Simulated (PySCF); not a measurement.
Isomers of C2H5N, mass 43.042 u with the commonest isotopes. Method: PBE0-D3(BJ)/def2-SVP geometry optimisation, gas phase (PySCF). One conformer each, none proved a minimum here; rigid rotors.

Problem. Order these by rotational constant C, smallest first.
A. `C=NC` (N-methylmethanimine)
B. Z-ethanimine, `[H]/N=C\C`
C. `C1CN1` (aziridine)

Solution. B (8686 MHz), A (9444 MHz), C (13631 MHz).

Problem. Order these by rotational constant B, smallest first.
A. `C=NC` (N-methylmethanimine)
B. Z-ethanimine (`[H]/N=C\C`)
C. `C1CN1` (aziridine)

Solution. B (9849 MHz), A (10691 MHz), C (21237 MHz).

Problem. Order these by radius of gyration √(Σ m r²/M), largest first.
A. Z-ethanimine (`[H]/N=C\C`)
B. aziridine (`C1CN1`)
C. N-methylmethanimine (`CN=C`)

Solution. A (1.178 Å), C (1.131 Å), B (0.979 Å).

```csv
SMILES,point group,Ia (u·Å²),Ib (u·Å²),Ic (u·Å²),κ,μa (D),μb (D),μc (D)
C1CN1,Cs,21.63,23.80,37.08,0.56,0.00,0.87,1.46
[H]/N=C\C,near Cs,10.02,51.31,58.18,-0.94,2.38,0.57,0.02
C=NC,Cs,9.37,47.27,53.51,-0.94,0.11,1.42,0.00
[H]/N=C/C,Cs,9.42,51.57,57.84,-0.95,0.71,1.81,0.01
```
